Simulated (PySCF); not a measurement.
Compound: 2-methyl-3-butyn-2-ol, C5H8O.
SMILES with atom numbers: `[CH:1]#[C:2][C:3]([CH3:4])([CH3:5])[OH:6]` (hydrogens: H7 on C1; H8, H9, H10 on C4; H11, H12, H13 on C5; H14 on O6)

Torsions of this conformer, `[CH:1]#[C:2][C:3]([CH3:4])([CH3:5])[OH:6]`: H–O6–C3–C2 56°.

The closed-shell ground state was solved at several levels (PySCF, density fitting, gas phase, non-relativistic). Geometry: PBE0-D3(BJ)/def2-SVP, one conformer, isolated molecule.

| level | basis functions | HOMO (eV) | LUMO (eV) | gap (eV) | dipole (D) |
| --- | --- | --- | --- | --- | --- |
| wB97X-D/def2-SVPD | 187 | -9.77 | 2.04 | 11.81 | 1.41 |
| B3LYP/cc-pVTZ | 292 | -7.53 | 0.46 | 7.99 | 1.24 |
| B3LYP/6-31G-J | 104 | -7.32 | 0.96 | 8.28 | 1.63 |
| B3LYP/pcJ-0 | 102 | -7.45 | 0.84 | 8.29 | 1.56 |
| BHandHLYP/pcJ-1 | 242 | -8.97 | 1.81 | 10.78 | 1.48 |
| B97-2/pcJ-1 | 242 | -7.53 | 0.74 | 8.27 | 1.35 |
| HF/pcSseg-2 | 328 | -10.62 | 2.53 | 13.15 | 1.47 |
| LDA/pcJ-1 | 242 | -6.49 | -0.51 | 5.98 | 1.32 |

Problem. What might B3LYP/6-31G* (100 basis functions) give for the same quantities?

Solution. HOMO -7.15 eV, LUMO 1.11 eV, gap 8.26 eV, dipole 1.30 D.

Problem. Over all these levels, which gives the widest orbital gap and which the narrowest?

Solution. HF/pcSseg-2 (Hartree–Fock, all exact exchange) has the widest, 13.15 eV, and LDA/pcJ-1 (LDA) the narrowest, 5.98 eV. Functional and basis both differ between the two, so the spread mixes both effects. The HOMO need not be the same orbital at Hartree–Fock and at DFT levels.

Problem. How much does the basis alone move the frontier levels among the 4 B3LYP rows (the withheld one included)?

Solution. The HOMO by 0.38 eV and the LUMO by 0.65 eV. By rising basis size (HOMO, LUMO in eV): 6-31G* -7.15, 1.11; pcJ-0 -7.45, 0.84; 6-31G-J -7.32, 0.96; cc-pVTZ -7.53, 0.46.

Problem. In the pcJ-1 basis, how does the gap go with the fixed share of exact exchange?

Solution. LDA (0 %) 5.98 eV; B97-2 (21 %) 8.27 eV; BHandHLYP (50 %) 10.78 eV. Each rise in the share widens the gap here.

Problem. How far do the dipole and the HOMO energy spread over the levels?

Solution. The dipole runs from 1.24 to 1.63 D (mean 1.42 D) and the HOMO from -10.62 to -6.49 eV.
